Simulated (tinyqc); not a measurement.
Worked calculation: Pariser-Parr-Pople SCF with singles CI, for the molecule C=CC=CC=C (SMILES; centres numbered as the heavy atoms are written). One step of it, computed by the program tinyqc.

Question. Iteration 3: Fock matrix. F_rr = H_rr + P_rr gamma_rr / 2 + sum_(s != r) P_ss gamma_rs; F_rs = H_rs - P_rs gamma_rs / 2; E = tr P (H + F) / 2 + core repulsion sum_(r<s) z_r z_s gamma_rs.

P after iteration 2, lower triangle:
```
           1C         2C         3C        4C        5C        6C
1C   0.963239
2C   0.875186   1.012219
3C   0.009804   0.445114   1.024542
4C  -0.367908  -0.027504   0.803509  1.024542
5C   0.013017  -0.032140  -0.027504  0.445114  1.012219
6C   0.228631   0.013017  -0.367908  0.009804  0.875186  0.963239
```

core matrix H (eV), lower triangle:
```
            1C          2C          3C          4C          5C          6C
1C  -29.058492
2C   -2.390000  -32.478969
3C    0.000000   -2.390000  -34.017050
4C    0.000000    0.000000   -2.390000  -34.017050
5C    0.000000    0.000000    0.000000   -2.390000  -32.478969
6C    0.000000    0.000000    0.000000    0.000000   -2.390000  -29.058492
```

repulsion gamma_rs (eV), lower triangle:
```
           1C         2C         3C         4C         5C         6C
1C  11.250000
2C   5.373380  11.250000
3C   3.886450   5.371564  11.250000
4C   2.889206   3.886450   5.373380  11.250000
5C   2.348964   2.888610   3.886450   5.371564  11.250000
6C   1.950492   2.348964   2.889206   3.886450   5.373380  11.250000
```

Centres (angstrom, eV; a flat drawing with bonds scaled to 1.40 angstrom):

| centre | x | y | core charge z | W | gamma_rr |
|---|---|---|---|---|---|
| 1C | -3.045000 | -0.196000 | 1 | 12.610000 | 11.250000 |
| 2C | -1.799000 | 0.442000 | 1 | 12.610000 | 11.250000 |
| 3C | -0.623000 | -0.319000 | 1 | 12.610000 | 11.250000 |
| 4C | 0.623000 | 0.319000 | 1 | 12.610000 | 11.250000 |
| 5C | 1.799000 | -0.442000 | 1 | 12.610000 | 11.250000 |
| 6C | 3.045000 | 0.196000 | 1 | 12.610000 | 11.250000 |

Give: F; pi energy.

Answer.

F (eV), lower triangle:
```
         1C       2C       3C       4C       5C       6C
1C  -7.0028
2C  -4.7414  -6.9376
3C  -0.0191  -3.5855  -6.8510
4C   0.5315   0.0534  -4.5488  -6.8510
5C  -0.0153   0.0464   0.0534  -3.5855  -6.9376
6C  -0.2230  -0.0153   0.5315  -0.0191  -4.7414  -7.0028
```

pi energy = -82.6052 eV
